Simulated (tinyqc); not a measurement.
Inside a calculation (part 1 of 2). Method: RHF in the sto-3g basis, for H2F+, spin multiplicity 1. Computed by tinyqc, a small Python program that keeps every step (integrals from PySCF). Settings: charge = 1, multiplicity = 1, basis = sto-3g, energy threshold = 1e-10, iteration cap = 75, orthogonalisation = symmetric, start = highest core orbitals, DIIS depth = 8, DIIS from iteration = 2, method = RHF. Command: `OMP_NUM_THREADS=1 python tinyqc.py 22984 22985 out.jsonl` (the two numbers bound the seeds that draw the settings). One thread of a shared host (Intel(R) Xeon(R) Processor @ 2.60GHz), about 0.07 s of CPU time with the checks. Later iterations appear only in the table of the cycle.

## One-electron integrals

Geometry (angstrom):
```
atom       x        y       z
F     0.0000   0.0000  0.0000
H     0.0000   0.8260  0.4680
H     0.0000  -0.8260  0.4680
```

Basis sto-3g: exponents (1/bohr^2) and contraction coefficients of normalised primitives:
```
element  l (shell)  exponent  coefficient
F            s (1)  166.6791       0.1543
F            s (1)   30.3608       0.5353
F            s (1)    8.2168       0.4446
F            s (2)    6.4648      -0.1000
F            s (2)    1.5023       0.3995
F            s (2)    0.4886       0.7001
F            p (3)    6.4648       0.1559
F            p (3)    1.5023       0.6077
F            p (3)    0.4886       0.3920
H            s (1)    3.4253       0.1543
H            s (1)    0.6239       0.5353
H            s (1)    0.1689       0.4446
```

Overlap, kinetic and nuclear-attraction integrals over the contracted functions; the nuclear repulsion is the sum of Za Zb / Rab.

nuclear repulsion = 10.353513 hartree

overlap S, order 1F 1s, 1F 2s, 1F 2px, 1F 2py, 1F 2pz, 2H 1s, 3H 1s:
$$\begin{pmatrix}
1.0000 & 0.2380 & 0.0000 & 0.0000 & 0.0000 & 0.0458 & 0.0458 \\
0.2380 & 1.0000 & 0.0000 & 0.0000 & 0.0000 & 0.4274 & 0.4274 \\
0.0000 & 0.0000 & 1.0000 & 0.0000 & 0.0000 & 0.0000 & 0.0000 \\
0.0000 & 0.0000 & 0.0000 & 1.0000 & 0.0000 & 0.2940 & -0.2940 \\
0.0000 & 0.0000 & 0.0000 & 0.0000 & 1.0000 & 0.1666 & 0.1666 \\
0.0458 & 0.4274 & 0.0000 & 0.2940 & 0.1666 & 1.0000 & 0.2056 \\
0.0458 & 0.4274 & 0.0000 & -0.2940 & 0.1666 & 0.2056 & 1.0000
\end{pmatrix}$$

kinetic energy T (hartree), order 1F 1s, 1F 2s, 1F 2px, 1F 2py, 1F 2pz, 2H 1s, 3H 1s:
$$\begin{pmatrix}
36.9846 & -0.2129 & 0.0000 & 0.0000 & 0.0000 & -0.0020 & -0.0020 \\
-0.2129 & 1.0380 & 0.0000 & 0.0000 & 0.0000 & 0.1119 & 0.1119 \\
0.0000 & 0.0000 & 3.2480 & 0.0000 & 0.0000 & 0.0000 & 0.0000 \\
0.0000 & 0.0000 & 0.0000 & 3.2480 & 0.0000 & 0.2171 & -0.2171 \\
0.0000 & 0.0000 & 0.0000 & 0.0000 & 3.2480 & 0.1230 & 0.1230 \\
-0.0020 & 0.1119 & 0.0000 & 0.2171 & 0.1230 & 0.7600 & -0.0004 \\
-0.0020 & 0.1119 & 0.0000 & -0.2171 & 0.1230 & -0.0004 & 0.7600
\end{pmatrix}$$

nuclear attraction V (hartree), order 1F 1s, 1F 2s, 1F 2px, 1F 2py, 1F 2pz, 2H 1s, 3H 1s:
$$\begin{pmatrix}
-78.1244 & -9.4421 & 0.0000 & 0.0000 & -0.0138 & -1.8704 & -1.8704 \\
-9.4421 & -12.6492 & 0.0000 & 0.0000 & -0.1670 & -4.1687 & -4.1687 \\
0.0000 & 0.0000 & -12.4841 & 0.0000 & 0.0000 & 0.0000 & 0.0000 \\
0.0000 & 0.0000 & 0.0000 & -12.6471 & 0.0000 & -2.5019 & 2.5019 \\
-0.0138 & -0.1670 & 0.0000 & 0.0000 & -12.5364 & -1.4650 & -1.4650 \\
-1.8704 & -4.1687 & 0.0000 & -2.5019 & -1.4650 & -6.3748 & -1.4992 \\
-1.8704 & -4.1687 & 0.0000 & 2.5019 & -1.4650 & -1.4992 & -6.3748
\end{pmatrix}$$

core Hamiltonian H = T + V (hartree), order 1F 1s, 1F 2s, 1F 2px, 1F 2py, 1F 2pz, 2H 1s, 3H 1s:
$$\begin{pmatrix}
-41.1398 & -9.6550 & 0.0000 & 0.0000 & -0.0138 & -1.8724 & -1.8724 \\
-9.6550 & -11.6112 & 0.0000 & 0.0000 & -0.1670 & -4.0568 & -4.0568 \\
0.0000 & 0.0000 & -9.2361 & 0.0000 & 0.0000 & 0.0000 & 0.0000 \\
0.0000 & 0.0000 & 0.0000 & -9.3991 & 0.0000 & -2.2848 & 2.2848 \\
-0.0138 & -0.1670 & 0.0000 & 0.0000 & -9.2884 & -1.3420 & -1.3420 \\
-1.8724 & -4.0568 & 0.0000 & -2.2848 & -1.3420 & -5.6148 & -1.4996 \\
-1.8724 & -4.0568 & 0.0000 & 2.2848 & -1.3420 & -1.4996 & -5.6148
\end{pmatrix}$$

## Two-electron integrals

Functions are numbered as in S; the eight-fold symmetry (ij|kl) = (ji|kl) = (kl|ij) leaves the list below.

Two-electron integrals (ij|kl) in chemists' order, unique and non-zero (hartree):
```
(11|11) 5.4035      (21|11) 0.8419      (21|21) 0.1563      (22|11) 1.2680
(22|21) 0.2923      (22|22) 0.9262      (31|31) 0.0280      (32|31) 0.0432
(32|32) 0.2046      (33|11) 1.2645      (33|21) 0.2924      (33|22) 0.9260
(33|33) 0.9975      (41|41) 0.0280      (42|41) 0.0432      (42|42) 0.2046
(43|43) 0.0538      (44|11) 1.2645      (44|21) 0.2924      (44|22) 0.9260
(44|33) 0.8900      (44|44) 0.9975      (51|51) 0.0280      (52|51) 0.0432
(52|52) 0.2046      (53|53) 0.0538      (54|54) 0.0538      (55|11) 1.2645
(55|21) 0.2924      (55|22) 0.9260      (55|33) 0.8900      (55|44) 0.8900
(55|55) 0.9975      (61|11) 0.1647      (61|21) 0.0303      (61|22) 0.0563
(61|33) 0.0562      (61|41) 0.0011      (61|42) 0.0020      (61|44) 0.0564
(61|51) 0.0006      (61|52) 0.0011      (61|54) 1.11e-04    (61|55) 0.0562
(61|61) 0.0059      (62|11) 0.3995      (62|21) 0.0933      (62|22) 0.3276
(62|33) 0.3229      (62|41) 0.0055      (62|42) 0.0422      (62|44) 0.3333
(62|51) 0.0031      (62|52) 0.0239      (62|54) 0.0059      (62|55) 0.3263
(62|61) 0.0183      (62|62) 0.1403      (63|31) 0.0100      (63|32) 0.0583
(63|43) 0.0090      (63|53) 0.0051      (63|63) 0.0212      (64|11) 0.2298
(64|21) 0.0544      (64|22) 0.2045      (64|33) 0.1956      (64|41) 0.0128
(64|42) 0.0835      (64|44) 0.2200      (64|51) 0.0016      (64|52) 0.0143
(64|54) 0.0087      (64|55) 0.1977      (64|61) 0.0111      (64|62) 0.1073
(64|64) 0.1028      (65|11) 0.1302      (65|21) 0.0308      (65|22) 0.1159
(65|33) 0.1108      (65|41) 0.0016      (65|42) 0.0143      (65|44) 0.1145
(65|51) 0.0109      (65|52) 0.0664      (65|54) 0.0110      (65|55) 0.1222
(65|61) 0.0063      (65|62) 0.0608      (65|64) 0.0462      (65|65) 0.0474
(66|11) 0.5359      (66|21) 0.1272      (66|22) 0.5138      (66|33) 0.4958
(66|41) 0.0099      (66|42) 0.1052      (66|44) 0.5362      (66|51) 0.0056
(66|52) 0.0596      (66|54) 0.0229      (66|55) 0.5088      (66|61) 0.0252
(66|62) 0.2761      (66|64) 0.2453      (66|65) 0.1390      (66|66) 0.7746
(71|11) 0.1647      (71|21) 0.0303      (71|22) 0.0563      (71|33) 0.0562
(71|41) -0.0011     (71|42) -0.0020     (71|44) 0.0564      (71|51) 0.0006
(71|52) 0.0011      (71|54) -1.11e-04   (71|55) 0.0562      (71|61) 0.0058
(71|62) 0.0178      (71|64) 0.0099      (71|65) 0.0061      (71|66) 0.0241
(71|71) 0.0059      (72|11) 0.3995      (72|21) 0.0933      (72|22) 0.3276
(72|33) 0.3229      (72|41) -0.0055     (72|42) -0.0422     (72|44) 0.3333
(72|51) 0.0031      (72|52) 0.0239      (72|54) -0.0059     (72|55) 0.3263
(72|61) 0.0178      (72|62) 0.1142      (72|64) 0.0599      (72|65) 0.0479
(72|66) 0.1835      (72|71) 0.0183      (72|72) 0.1403      (73|31) 0.0100
(73|32) 0.0583      (73|43) -0.0090     (73|53) 0.0051      (73|63) 0.0167
(73|73) 0.0212      (74|11) -0.2298     (74|21) -0.0544     (74|22) -0.2045
(74|33) -0.1956     (74|41) 0.0128      (74|42) 0.0835      (74|44) -0.2200
(74|51) -0.0016     (74|52) -0.0143     (74|54) 0.0087      (74|55) -0.1977
(74|61) -0.0099     (74|62) -0.0599     (74|64) -0.0152     (74|65) -0.0246
(74|66) -0.0858     (74|71) -0.0111     (74|72) -0.1073     (74|74) 0.1028
(75|11) 0.1302      (75|21) 0.0308      (75|22) 0.1159      (75|33) 0.1108
(75|41) -0.0016     (75|42) -0.0143     (75|44) 0.1145      (75|51) 0.0109
(75|52) 0.0664      (75|54) -0.0110     (75|55) 0.1222      (75|61) 0.0061
(75|62) 0.0479      (75|64) 0.0246      (75|65) 0.0366      (75|66) 0.0852
(75|71) 0.0063      (75|72) 0.0608      (75|74) -0.0462     (75|75) 0.0474
(76|11) 0.1379      (76|21) 0.0325      (76|22) 0.1237      (76|33) 0.1216
(76|44) 0.1243      (76|51) 0.0018      (76|52) 0.0161      (76|55) 0.1251
(76|61) 0.0063      (76|62) 0.0519      (76|64) 0.0346      (76|65) 0.0256
(76|66) 0.1057      (76|71) 0.0063      (76|72) 0.0519      (76|74) -0.0346
(76|75) 0.0256      (76|76) 0.0232      (77|11) 0.5359      (77|21) 0.1272
(77|22) 0.5138      (77|33) 0.4958      (77|41) -0.0099     (77|42) -0.1052
(77|44) 0.5362      (77|51) 0.0056      (77|52) 0.0596      (77|54) -0.0229
(77|55) 0.5088      (77|61) 0.0241      (77|62) 0.1835      (77|64) 0.0858
(77|65) 0.0852      (77|66) 0.3165      (77|71) 0.0252      (77|72) 0.2761
(77|74) -0.2453     (77|75) 0.1390      (77|76) 0.1057      (77|77) 0.7746
```

## Orthogonalisation

S = U s U^T; symmetric (Loewdin) form X = U s^(-1/2) U^T, so that X^T S X = 1.

eigenvalues of S: [0.4164, 0.4689, 0.9088, 1.0000, 1.0732, 1.3255, 1.8072]

X, order 1F 1s, 1F 2s, 1F 2px, 1F 2py, 1F 2pz, 2H 1s, 3H 1s:
$$\begin{pmatrix}
1.0241 & -0.1398 & 0.0000 & 0.0000 & -0.0062 & 0.0196 & 0.0196 \\
-0.1398 & 1.1897 & 0.0000 & 0.0000 & 0.0639 & -0.2473 & -0.2473 \\
0.0000 & 0.0000 & 1.0000 & 0.0000 & 0.0000 & 0.0000 & 0.0000 \\
0.0000 & 0.0000 & 0.0000 & 1.0935 & 0.0000 & -0.2031 & 0.2031 \\
-0.0062 & 0.0639 & 0.0000 & 0.0000 & 1.0244 & -0.0946 & -0.0946 \\
0.0196 & -0.2473 & 0.0000 & -0.2031 & -0.0946 & 1.1526 & -0.0829 \\
0.0196 & -0.2473 & 0.0000 & 0.2031 & -0.0946 & -0.0829 & 1.1526
\end{pmatrix}$$

## Starting guess

The start is the highest orbitals of the core Hamiltonian (a deliberately bad start); D = 2 C_occ C_occ^T.

D at the start, order 1F 1s, 1F 2s, 1F 2px, 1F 2py, 1F 2pz, 2H 1s, 3H 1s:
$$\begin{pmatrix}
0.0144 & -0.0914 & 0.0000 & 0.0000 & 0.1130 & 0.0764 & 0.0764 \\
-0.0914 & 0.7047 & 0.0000 & 0.0000 & -0.3599 & -0.8072 & -0.8072 \\
0.0000 & 0.0000 & 2.0000 & 0.0000 & 0.0000 & 0.0000 & 0.0000 \\
0.0000 & 0.0000 & 0.0000 & 2.5563 & 0.0000 & -0.9461 & 0.9461 \\
0.1130 & -0.3599 & 0.0000 & 0.0000 & 1.9174 & -0.3281 & -0.3281 \\
0.0764 & -0.8072 & 0.0000 & -0.9461 & -0.3281 & 2.8498 & -0.3682 \\
0.0764 & -0.8072 & 0.0000 & 0.9461 & -0.3281 & -0.3682 & 2.8498
\end{pmatrix}$$

## Iteration 1: building the Fock matrix

J_ij = sum D_kl (ij|kl), K_ij = sum D_kl (ik|jl); F = H + J - 0.5 K; E = tr D H + tr D J / 2 - 0.25 tr D K + E_nn.

Coulomb J (hartree), order 1F 1s, 1F 2s, 1F 2px, 1F 2py, 1F 2pz, 2H 1s, 3H 1s:
$$\begin{pmatrix}
9.6761 & 2.2453 & 0.0000 & 0.0000 & -0.0244 & 0.4315 & 0.4315 \\
2.2453 & 7.4826 & 0.0000 & 0.0000 & -0.0278 & 2.8050 & 2.8050 \\
0.0000 & 0.0000 & 7.4188 & 0.0000 & 0.0000 & 0.0000 & 0.0000 \\
0.0000 & 0.0000 & 0.0000 & 7.5766 & 0.0000 & 1.8419 & -1.8419 \\
-0.0244 & -0.0278 & 0.0000 & 0.0000 & 7.4479 & 1.0384 & 1.0384 \\
0.4315 & 2.8050 & 0.0000 & 1.8419 & 1.0384 & 5.1666 & 1.1280 \\
0.4315 & 2.8050 & 0.0000 & -1.8419 & 1.0384 & 1.1280 & 5.1666
\end{pmatrix}$$

exchange K (hartree), order 1F 1s, 1F 2s, 1F 2px, 1F 2py, 1F 2pz, 2H 1s, 3H 1s:
$$\begin{pmatrix}
0.1924 & 0.2660 & 0.0000 & 0.0000 & -0.0221 & 0.0607 & 0.0607 \\
0.2660 & 1.4210 & 0.0000 & 0.0000 & -0.5739 & 0.5661 & 0.5661 \\
0.0000 & 0.0000 & 2.2552 & 0.0000 & 0.0000 & 0.0000 & 0.0000 \\
0.0000 & 0.0000 & 0.0000 & 2.3847 & 0.0000 & 0.6047 & -0.6047 \\
-0.0221 & -0.5739 & 0.0000 & 0.0000 & 2.1245 & 0.1528 & 0.1528 \\
0.0607 & 0.5661 & 0.0000 & 0.6047 & 0.1528 & 1.6138 & 0.2349 \\
0.0607 & 0.5661 & 0.0000 & -0.6047 & 0.1528 & 0.2349 & 1.6138
\end{pmatrix}$$

Fock matrix F (hartree), order 1F 1s, 1F 2s, 1F 2px, 1F 2py, 1F 2pz, 2H 1s, 3H 1s:
$$\begin{pmatrix}
-31.5599 & -7.5426 & 0.0000 & 0.0000 & -0.0272 & -1.4712 & -1.4712 \\
-7.5426 & -4.8390 & 0.0000 & 0.0000 & 0.0922 & -1.5349 & -1.5349 \\
0.0000 & 0.0000 & -2.9449 & 0.0000 & 0.0000 & 0.0000 & 0.0000 \\
0.0000 & 0.0000 & 0.0000 & -3.0148 & 0.0000 & -0.7452 & 0.7452 \\
-0.0272 & 0.0922 & 0.0000 & 0.0000 & -2.9028 & -0.3800 & -0.3800 \\
-1.4712 & -1.5349 & 0.0000 & -0.7452 & -0.3800 & -1.2551 & -0.4890 \\
-1.4712 & -1.5349 & 0.0000 & 0.7452 & -0.3800 & -0.4890 & -1.2551
\end{pmatrix}$$

total energy of this density = -37.572600 hartree

## Iteration 1: diagonalisation and new density

Diagonalise F' = X^T F X, C = X C', fill 5 alpha and 5 beta electrons from the bottom; D = 2 C_occ C_occ^T. Each column has its largest component positive (the first on a tie).

F' = X^T F X (hartree):
$$\begin{pmatrix}
-31.1346 & -3.4254 & 0.0000 & 0.0000 & -0.0470 & -0.2685 & -0.2685 \\
-3.4254 & -3.5405 & 0.0000 & 0.0000 & 0.1210 & -0.4103 & -0.4103 \\
0.0000 & 0.0000 & -2.9449 & 0.0000 & 0.0000 & 0.0000 & 0.0000 \\
0.0000 & 0.0000 & 0.0000 & -3.0058 & 0.0000 & -0.2064 & 0.2064 \\
-0.0470 & 0.1210 & 0.0000 & 0.0000 & -2.8986 & -0.0920 & -0.0920 \\
-0.2685 & -0.4103 & 0.0000 & -0.2064 & -0.0920 & -0.7621 & -0.0921 \\
-0.2685 & -0.4103 & 0.0000 & 0.2064 & -0.0920 & -0.0921 & -0.7621
\end{pmatrix}$$

orbital energies (hartree): MO1 -31.5600, MO2 -3.2642, MO3 -3.0418, MO4 -2.9449, MO5 -2.8842, MO6 -0.7194, MO7 -0.6341

coefficients C, order 1F 1s, 1F 2s, 1F 2px, 1F 2py, 1F 2pz, 2H 1s, 3H 1s:
$$\begin{pmatrix}
0.9998 & -0.2449 & 0.0000 & 0.0000 & -0.0678 & 0.0708 & 0.0000 \\
0.0009 & 1.0499 & 0.0000 & 0.0000 & 0.3019 & -0.6065 & 0.0000 \\
0.0000 & 0.0000 & 0.0000 & 1.0000 & 0.0000 & 0.0000 & 0.0000 \\
0.0000 & 0.0000 & 1.0502 & 0.0000 & 0.0000 & 0.0000 & -0.4187 \\
0.0008 & -0.2285 & 0.0000 & 0.0000 & 0.9860 & -0.2165 & 0.0000 \\
0.0003 & -0.0637 & -0.0949 & 0.0000 & -0.0569 & 0.7971 & 0.8919 \\
0.0003 & -0.0637 & 0.0949 & 0.0000 & -0.0569 & 0.7971 & -0.8919
\end{pmatrix}$$

D after iteration 1, order 1F 1s, 1F 2s, 1F 2px, 1F 2py, 1F 2pz, 2H 1s, 3H 1s:
$$\begin{pmatrix}
2.1281 & -0.5532 & 0.0000 & 0.0000 & -0.0201 & 0.0395 & 0.0395 \\
-0.5532 & 2.3868 & 0.0000 & 0.0000 & 0.1156 & -0.1682 & -0.1682 \\
0.0000 & 0.0000 & 2.0000 & 0.0000 & 0.0000 & 0.0000 & 0.0000 \\
0.0000 & 0.0000 & 0.0000 & 2.2057 & 0.0000 & -0.1992 & 0.1992 \\
-0.0201 & 0.1156 & 0.0000 & 0.0000 & 2.0489 & -0.0831 & -0.0831 \\
0.0395 & -0.1682 & 0.0000 & -0.1992 & -0.0831 & 0.0326 & -0.0034 \\
0.0395 & -0.1682 & 0.0000 & 0.1992 & -0.0831 & -0.0034 & 0.0326
\end{pmatrix}$$

## Iteration 2: building the Fock matrix

As before.

Coulomb J (hartree), order 1F 1s, 1F 2s, 1F 2px, 1F 2py, 1F 2pz, 2H 1s, 3H 1s:
$$\begin{pmatrix}
21.0681 & 4.0420 & 0.0000 & 0.0000 & 0.0023 & 0.7833 & 0.7833 \\
4.0420 & 9.9968 & 0.0000 & 0.0000 & 0.0000 & 3.4310 & 3.4310 \\
0.0000 & 0.0000 & 9.9894 & 0.0000 & 0.0000 & 0.0000 & 0.0000 \\
0.0000 & 0.0000 & 0.0000 & 9.9866 & 0.0000 & 2.0990 & -2.0990 \\
0.0023 & 0.0000 & 0.0000 & 0.0000 & 9.9879 & 1.1884 & 1.1884 \\
0.7833 & 3.4310 & 0.0000 & 2.0990 & 1.1884 & 5.1715 & 1.2669 \\
0.7833 & 3.4310 & 0.0000 & -2.0990 & 1.1884 & 1.2669 & 5.1715
\end{pmatrix}$$

exchange K (hartree), order 1F 1s, 1F 2s, 1F 2px, 1F 2py, 1F 2pz, 2H 1s, 3H 1s:
$$\begin{pmatrix}
11.1208 & 1.9525 & 0.0000 & 0.0000 & 0.0009 & 0.3982 & 0.3982 \\
1.9525 & 3.2604 & 0.0000 & 0.0000 & 0.0099 & 1.0378 & 1.0378 \\
0.0000 & 0.0000 & 2.6787 & 0.0000 & 0.0000 & 0.0000 & 0.0000 \\
0.0000 & 0.0000 & 0.0000 & 2.6925 & 0.0000 & 0.4995 & -0.4995 \\
0.0009 & 0.0099 & 0.0000 & 0.0000 & 2.6806 & 0.2860 & 0.2860 \\
0.3982 & 1.0378 & 0.0000 & 0.4995 & 0.2860 & 0.5134 & 0.2820 \\
0.3982 & 1.0378 & 0.0000 & -0.4995 & 0.2860 & 0.2820 & 0.5134
\end{pmatrix}$$

Fock matrix F (hartree), order 1F 1s, 1F 2s, 1F 2px, 1F 2py, 1F 2pz, 2H 1s, 3H 1s:
$$\begin{pmatrix}
-25.6321 & -6.5893 & 0.0000 & 0.0000 & -0.0120 & -1.2882 & -1.2882 \\
-6.5893 & -3.2446 & 0.0000 & 0.0000 & -0.1720 & -1.1447 & -1.1447 \\
0.0000 & 0.0000 & -0.5860 & 0.0000 & 0.0000 & 0.0000 & 0.0000 \\
0.0000 & 0.0000 & 0.0000 & -0.7587 & 0.0000 & -0.4355 & 0.4355 \\
-0.0120 & -0.1720 & 0.0000 & 0.0000 & -0.6408 & -0.2967 & -0.2967 \\
-1.2882 & -1.1447 & 0.0000 & -0.4355 & -0.2967 & -0.7000 & -0.3736 \\
-1.2882 & -1.1447 & 0.0000 & 0.4355 & -0.2967 & -0.3736 & -0.7000
\end{pmatrix}$$

total energy of this density = -98.016300 hartree

## Iteration 2: diagonalisation and new density

As before.

F' = X^T F X (hartree):
$$\begin{pmatrix}
-25.1495 & -3.4092 & 0.0000 & 0.0000 & -0.0196 & -0.1909 & -0.1909 \\
-3.4092 & -1.8735 & 0.0000 & 0.0000 & -0.0522 & -0.4726 & -0.4726 \\
0.0000 & 0.0000 & -0.5860 & 0.0000 & 0.0000 & 0.0000 & 0.0000 \\
0.0000 & 0.0000 & 0.0000 & -0.5472 & 0.0000 & -0.3739 & 0.3739 \\
-0.0196 & -0.0522 & 0.0000 & 0.0000 & -0.5833 & -0.1977 & -0.1977 \\
-0.1909 & -0.4726 & 0.0000 & -0.3739 & -0.1977 & -0.2225 & -0.0989 \\
-0.1909 & -0.4726 & 0.0000 & 0.3739 & -0.1977 & -0.0989 & -0.2225
\end{pmatrix}$$

orbital energies (hartree): MO1 -25.6437, MO2 -1.6950, MO3 -0.9050, MO4 -0.6462, MO5 -0.5860, MO6 0.0572, MO7 0.2342

coefficients C, order 1F 1s, 1F 2s, 1F 2px, 1F 2py, 1F 2pz, 2H 1s, 3H 1s:
$$\begin{pmatrix}
0.9940 & -0.2481 & 0.0000 & 0.0757 & 0.0000 & 0.1171 & 0.0000 \\
0.0261 & 0.9236 & 0.0000 & -0.3643 & 0.0000 & -0.7582 & 0.0000 \\
0.0000 & 0.0000 & 0.0000 & 0.0000 & 1.0000 & 0.0000 & 0.0000 \\
0.0000 & 0.0000 & 0.7446 & 0.0000 & 0.0000 & 0.0000 & 0.8507 \\
0.0023 & 0.1503 & 0.0000 & 0.8957 & 0.0000 & -0.4965 & 0.0000 \\
-0.0051 & 0.0926 & 0.3214 & 0.1759 & 0.0000 & 0.7766 & -0.8374 \\
-0.0051 & 0.0926 & -0.3214 & 0.1759 & 0.0000 & 0.7766 & 0.8374
\end{pmatrix}$$

D after iteration 2, order 1F 1s, 1F 2s, 1F 2px, 1F 2py, 1F 2pz, 2H 1s, 3H 1s:
$$\begin{pmatrix}
2.1107 & -0.4616 & 0.0000 & 0.0000 & 0.0655 & -0.0294 & -0.0294 \\
-0.4616 & 1.9727 & 0.0000 & 0.0000 & -0.3747 & 0.0426 & 0.0426 \\
0.0000 & 0.0000 & 2.0000 & 0.0000 & 0.0000 & 0.0000 & 0.0000 \\
0.0000 & 0.0000 & 0.0000 & 1.1089 & 0.0000 & 0.4786 & -0.4786 \\
0.0655 & -0.3747 & 0.0000 & 0.0000 & 1.6496 & 0.3430 & 0.3430 \\
-0.0294 & 0.0426 & 0.0000 & 0.4786 & 0.3430 & 0.2857 & -0.1275 \\
-0.0294 & 0.0426 & 0.0000 & -0.4786 & 0.3430 & -0.1275 & 0.2857
\end{pmatrix}$$

## Iteration 9 (converged): orbitals

converged F (hartree), order 1F 1s, 1F 2s, 1F 2px, 1F 2py, 1F 2pz, 2H 1s, 3H 1s:
$$\begin{pmatrix}
-26.6176 & -6.7903 & 0.0000 & 0.0000 & -0.0229 & -1.3260 & -1.3260 \\
-6.7903 & -3.6588 & 0.0000 & 0.0000 & -0.1199 & -1.3208 & -1.3208 \\
0.0000 & 0.0000 & -1.0530 & 0.0000 & 0.0000 & 0.0000 & 0.0000 \\
0.0000 & 0.0000 & 0.0000 & -1.0383 & 0.0000 & -0.5867 & 0.5867 \\
-0.0229 & -0.1199 & 0.0000 & 0.0000 & -1.0385 & -0.3909 & -0.3909 \\
-1.3260 & -1.3208 & 0.0000 & -0.5867 & -0.3909 & -0.9222 & -0.4178 \\
-1.3260 & -1.3208 & 0.0000 & 0.5867 & -0.3909 & -0.4178 & -0.9222
\end{pmatrix}$$

As before.

F' = X^T F X (hartree):
$$\begin{pmatrix}
-26.1346 & -3.4485 & 0.0000 & 0.0000 & -0.0400 & -0.1898 & -0.1898 \\
-3.4485 & -2.2301 & 0.0000 & 0.0000 & 0.0385 & -0.5442 & -0.5442 \\
0.0000 & 0.0000 & -1.0530 & 0.0000 & 0.0000 & 0.0000 & 0.0000 \\
0.0000 & 0.0000 & 0.0000 & -0.7618 & 0.0000 & -0.4838 & 0.4838 \\
-0.0400 & 0.0385 & 0.0000 & 0.0000 & -0.9593 & -0.2646 & -0.2646 \\
-0.1898 & -0.5442 & 0.0000 & -0.4838 & -0.2646 & -0.3607 & -0.0939 \\
-0.1898 & -0.5442 & 0.0000 & 0.4838 & -0.2646 & -0.0939 & -0.3607
\end{pmatrix}$$

orbital energies (hartree): MO1 -26.6275, MO2 -2.0790, MO3 -1.2419, MO4 -1.0811, MO5 -1.0530, MO6 0.0090, MO7 0.2133

coefficients C, order 1F 1s, 1F 2s, 1F 2px, 1F 2py, 1F 2pz, 2H 1s, 3H 1s:
$$\begin{pmatrix}
0.9946 & -0.2489 & 0.0000 & 0.0642 & 0.0000 & 0.1175 & 0.0000 \\
0.0237 & 0.9353 & 0.0000 & -0.3244 & 0.0000 & -0.7620 & 0.0000 \\
0.0000 & 0.0000 & 0.0000 & 0.0000 & 1.0000 & 0.0000 & 0.0000 \\
0.0000 & 0.0000 & 0.7301 & 0.0000 & 0.0000 & 0.0000 & 0.8632 \\
0.0025 & 0.1098 & 0.0000 & 0.9013 & 0.0000 & -0.4969 & 0.0000 \\
-0.0046 & 0.0881 & 0.3355 & 0.1797 & 0.0000 & 0.7762 & -0.8318 \\
-0.0046 & 0.0881 & -0.3355 & 0.1797 & 0.0000 & 0.7762 & 0.8318
\end{pmatrix}$$

D after iteration 9, order 1F 1s, 1F 2s, 1F 2px, 1F 2py, 1F 2pz, 2H 1s, 3H 1s:
$$\begin{pmatrix}
2.1105 & -0.4601 & 0.0000 & 0.0000 & 0.0660 & -0.0300 & -0.0300 \\
-0.4601 & 1.9611 & 0.0000 & 0.0000 & -0.3792 & 0.0480 & 0.0480 \\
0.0000 & 0.0000 & 2.0000 & 0.0000 & 0.0000 & 0.0000 & 0.0000 \\
0.0000 & 0.0000 & 0.0000 & 1.0662 & 0.0000 & 0.4899 & -0.4899 \\
0.0660 & -0.3792 & 0.0000 & 0.0000 & 1.6488 & 0.3433 & 0.3433 \\
-0.0300 & 0.0480 & 0.0000 & 0.4899 & 0.3433 & 0.3053 & -0.1449 \\
-0.0300 & 0.0480 & 0.0000 & -0.4899 & 0.3433 & -0.1449 & 0.3053
\end{pmatrix}$$
